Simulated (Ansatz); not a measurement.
C$_{5}$H$_{5}$F, SMILES `FC1=CCC=C1`. Total charge 0; spin multiplicity 1.

```xyz
11

F     0.0775   -1.6170   -2.0058
C     0.0575   -0.7837   -0.9694
C     1.1139   -0.3461   -0.2762
C     0.5894    0.5632    0.7846
C    -0.8909    0.5586    0.5724
C    -1.1907   -0.2378   -0.4626
H     2.1511   -0.5941   -0.4408
H     0.8473    0.2149    1.7930
H     0.9998    1.5777    0.7004
H    -1.5880    1.1215    1.1771
H    -2.1668   -0.4573   -0.8727
```

**Question.** What are the harmonic wavenumbers in cm⁻¹ at PBE0-D4/def2-TZVP (Ansatz, finite differences of forces, unscaled)? (Estimate.)

**Answer.** Ansatz gave: 265, 378, 415, 611, 629, 691, 785, 810, 913, 939, 947, 957, 1012, 1090, 1126, 1245, 1260, 1307, 1401, 1428, 1602, 1704, 3039, 3068, 3232, 3254, 3266.

**Question.** Is this a minimum?

**Answer.** Yes, all 27 modes are real.

**Question.** Give the ideal-gas thermochemistry at 298.15 K and 1 bar (rigid rotor, harmonic oscillator; point group Cs, symmetry number 1).

**Answer.** Zero-point energy 223.6 kJ/mol; H(298) − E = 238.7 kJ/mol; entropy 297.7 J/(mol·K), of which translation 164.1, rotation 108.6, vibration 25.0; G(298) − E = 149.9 kJ/mol.
